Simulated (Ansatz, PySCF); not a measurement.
Bond stretch in LiH, singlet. Each curve is given relative to its own lowest point near equilibrium.

```
R / Å     A     B     C
-----  ----  ----  ----
1.22   21.2  19.2  17.9
1.26   16.4  14.7  13.6
1.35    8.4   7.4   6.6
1.45    3.1   2.5   2.2
1.52    1.0   0.8   0.6
1.54    0.7   0.5   0.3
1.60    0.0   0.0   0.0
1.66    0.0   0.1   0.2
1.69    0.2   0.3   0.4
1.73    0.6   0.8   0.9
1.85    2.9   3.1   3.2
1.99    6.8   6.9   7.0
2.16   12.8  12.5  12.3
2.40   20.5  21.1  20.3
2.64   25.0  29.7  28.1
2.91   28.0  38.6  36.0
3.14   29.5  45.5  41.7
3.54   31.0  55.9  49.1
3.88   31.6  63.1  53.0
4.29   31.9  70.1  55.4
4.70   32.1  75.6  56.5
5.48   32.3  83.0  57.1
6.35   32.4  87.7  57.2
```

Energies in kcal/mol.

Q: Match the curves with the methods restricted B3LYP/LANL2DZ run with PySCF 2.14.0; Ansatz (a first-principles code) with CCSD(T) on UHF/cc-pVQZ, frozen core; unrestricted Hartree-Fock/LANL2DZ (PySCF).

A: A is UHF/LANL2DZ; B is RKS-B3LYP/LANL2DZ; C is UCCSD(T).

The unrestricted determinant behind UHF/LANL2DZ, UCCSD(T) is spin-contaminated at 2.40 to 6.35 Å (<S²> up to 1.0, against 0.00 for a pure singlet). The restricted form behind RKS-B3LYP/LANL2DZ keeps the bonding electrons paired and can't separate into open-shell fragments. With two correlated electrons CCSD is exact in the basis where it finds the lowest root (UCCSD(T)).
